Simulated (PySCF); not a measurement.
Species: C2H6O.
Atom-mapped SMILES: `[CH3:1][CH2:2][OH:3]` (hydrogens: H4, H5, H6 on C1; H7, H8 on C2; H9 on O3)

Computed by this run: PBE0-D3(BJ)/def2-SVP geometry optimisation, gas phase in PySCF 2.14.0; density fitting, grid level 1; the optimiser is geomeTRIC in internal coordinates, started from a GFN2-xTB structure with every atom displaced at random (about 0.01 Å).

Step 0: E = -4210.7736 eV
```
atom  x, y, z in Å  |  force x, y, z in eV/Å
C1      0.9390    0.0338    0.0463   -1.639   0.764  -0.683
C2     -0.5282   -0.4350   -0.0556    0.452   0.938  -0.006
O3     -1.4361    0.5754   -0.4725    0.699   0.624   0.968
H4      1.6059   -0.7592    0.3192    0.596  -0.766   0.285
H5      1.0025    0.8383    0.7812    0.191   0.208   0.359
H6      1.2398    0.4620   -0.9186    0.154  -0.035  -0.099
H7     -0.8279   -0.8496    0.9151   -0.159  -0.297   0.213
H8     -0.5919   -1.2091   -0.8140   -0.144  -0.501  -0.235
H9     -1.3453    1.3262    0.1652   -0.151  -0.935  -0.802
```

Task: Estimate the geometry and energy of step 1. (The exact step hangs on the optimiser's Hessian estimate; all steps are aligned on step 0, rigid shifts and turns removed.)

Result: E = -4210.8200 eV, largest force 0.323 eV/Å
```
atom  x, y, z in Å  |  force x, y, z in eV/Å
C1      0.9508    0.0461    0.0450    0.070  -0.106  -0.073
C2     -0.5003   -0.3819   -0.0455   -0.253  -0.149  -0.136
O3     -1.3752    0.6154   -0.5017   -0.032   0.017  -0.277
H4      1.5902   -0.8183    0.3114   -0.093   0.211  -0.002
H5      1.1160    0.8468    0.7834   -0.051  -0.041   0.074
H6      1.2786    0.4267   -0.9330    0.063   0.023  -0.028
H7     -0.8442   -0.8142    0.9170    0.055   0.009  -0.027
H8     -0.5877   -1.1853   -0.8020    0.080  -0.012   0.206
H9     -1.5703    1.2473    0.1916    0.162   0.049   0.262
```

The energy changes by -0.0464 eV. The first-order estimate −F·Δx gives -0.2232 eV and the mean of the old and new forces, exact on a quadratic surface, -0.0835 eV. The step makes an angle of 76° with the force vector and moves no atom by more than 0.240 Å.

What follows is the cost of the whole optimisation. Time: 16 s; peak memory 0.32 GiB. Hardware: one thread, Arm Neoverse N1 (aarch64), shared host.
